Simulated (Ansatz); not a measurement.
## How the electronic dielectric constant ε∞ of 2H WS2 moves with the method

No measured value is used here.

```tsv
level (code)	value	cell (Å³/atom)
LDA (Ansatz)	11.6 ± 0.05	17.16
PBE (Ansatz)	…	21.83
PBEsol (Ansatz)	…	18.14
PBE-D3(BJ) (Ansatz)	11.6 ± 0.05	17.43
PBE-D4 (Ansatz)	11.5 ± 0.05	17.53
r²SCAN (Ansatz)	9.99 ± 0.05	19.10
```

Q: What belongs in the gaps?

A: 
- PBE (Ansatz, a quantum-chemistry and plane-wave program), value: 8.82 ± 0.05
- PBEsol (Ansatz), value: 10.8 ± 0.05

For crystals that are not cubic the mean over three axes is given. The crystal itself was run without spin with LDA, PBE, PBEsol, PBE-D3(BJ), PBE-D4, r²SCAN; a magnetic state was not tried in these runs. Density-functional levels without +SOC have no spin–orbit coupling. A ± on a computed value is a rough bar: the spread of its extrapolation, a floor set from checks against published values, or a statistical error. LDA: LDA has no dispersion term either, though it tends to give short spacings of layers, chains or molecules. PBE, PBEsol, r²SCAN: the cell comes from a level without a dispersion term, which matters for the spacing of layers, chains or molecules. Each level is taken at its own relaxed cell. Cutoffs differ between the levels. Ansatz's density-functional and Hartree–Fock values are scalar-relativistic unless marked +SOC, with PAW data made under PBE.
